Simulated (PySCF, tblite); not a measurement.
Isomers of C5H6F (doublet state). Computed values, GFN2-xTB/tblite, gas phase, harmonic and unscaled. This tight-binding method is rough: wavenumbers can miss measured ones by several per cent, in bad cases by 10 to 20. One conformer each. Open shells enter through the occupations alone, without spin polarisation, and single modes of such species can be off by tens of per cent.

Electronic energies: B3LYP/pcH-1 single points on the GFN2-xTB geometries (PySCF, gas phase).

```
            SMILES  electronic energy, lowest = 0 (kcal/mol)
  C[C@]1(F)[C]=CC1                                      44.7
        CCC#C[CH]F                                      23.9
      FC=C1C[CH]C1                                      33.8
  [CH2]/C(F)=C\C=C                                       0.0
C[C@@]1(F)[CH]C=C1                                      23.0
  FC[C@@H]1C=[C]C1                                      49.5
       F[C]=C1CCC1                                      45.2
    C=[C]/C=C(\C)F                                      16.3
    CC1=C(F)[CH]C1                                      20.0
```

Problem. How do GFN2-xTB zero-point energies change the relative energies?

Solution. 
```csv
SMILES,ZPE (kcal/mol),of it from modes above 1550 cm⁻¹,electronic (kcal/mol),"with ZPE, lowest = 0 (kcal/mol)",lowest mode (cm⁻¹),rings
[CH2]/C(F)=C\C=C,56.3,29.1,0.0,0.0,140,0
C=[C]/C=C(\C)F,55.5,28.6,16.3,15.5,75,0
CC1=C(F)[CH]C1,57.4,28.3,20.0,21.0,79,1
C[C@@]1(F)[CH]C=C1,57.0,26.6,23.0,23.7,174,1
CCC#C[CH]F,56.5,29.0,23.9,24.0,5,0
FC=C1C[CH]C1,56.4,28.0,33.8,33.8,78,1
C[C@]1(F)[C]=CC1,57.8,28.5,44.7,46.2,172,1
F[C]=C1CCC1,58.6,28.4,45.2,47.5,67,1
FC[C@@H]1C=[C]C1,58.1,28.2,49.5,51.3,86,1
```

The zero-point energies span 3.1 kcal/mol, from `C=[C]/C=C(\C)F` to `F[C]=C1CCC1`. The order is unchanged.

Problem. And how do the electronic energies of GFN2-xTB itself compare?

Solution. `[CH2]/C(F)=C\C=C` 0.0; `C=[C]/C=C(\C)F` 11.2; `CC1=C(F)[CH]C1` 4.8; `C[C@@]1(F)[CH]C=C1` 12.2; `CCC#C[CH]F` 14.1; `FC=C1C[CH]C1` 16.6; `C[C@]1(F)[C]=CC1` 32.2; `F[C]=C1CCC1` 20.9; `FC[C@@H]1C=[C]C1` 35.0 kcal/mol, lowest = 0. Against the energies above, taken from the same isomer `[CH2]/C(F)=C\C=C`, the largest difference is 24.3 kcal/mol.

Problem. What do entropy and thermal enthalpy add at 298.15 K and 1 bar (rigid rotor, harmonic oscillator, one conformer each)?

Solution. 
```
            SMILES  point group  symmetry number  S (cal/(mol K))  H − H(0) (kcal/mol)  ZPE + H − H(0) − TS (kcal/mol)
  [CH2]/C(F)=C\C=C           Cs                1             80.5                 4.71                            37.0
    C=[C]/C=C(\C)F           Cs                1             85.3                 5.27                            35.4
    CC1=C(F)[CH]C1           Cs                1             80.2                 4.60                            38.0
C[C@@]1(F)[CH]C=C1           Cs                1             77.8                 4.47                            38.3
      FC=C1C[CH]C1           Cs                1             81.1                 4.68                            36.9
  C[C@]1(F)[C]=CC1           C1                1             77.0                 4.31                            39.2
       F[C]=C1CCC1           Cs                1             79.1                 4.35                            39.4
  FC[C@@H]1C=[C]C1           C1                1             77.9                 4.25                            39.2
```

S holds R ln(2S + 1) for the spin.

Not tabulated: `CCC#C[CH]F` (lowest mode only 4 cm⁻¹).
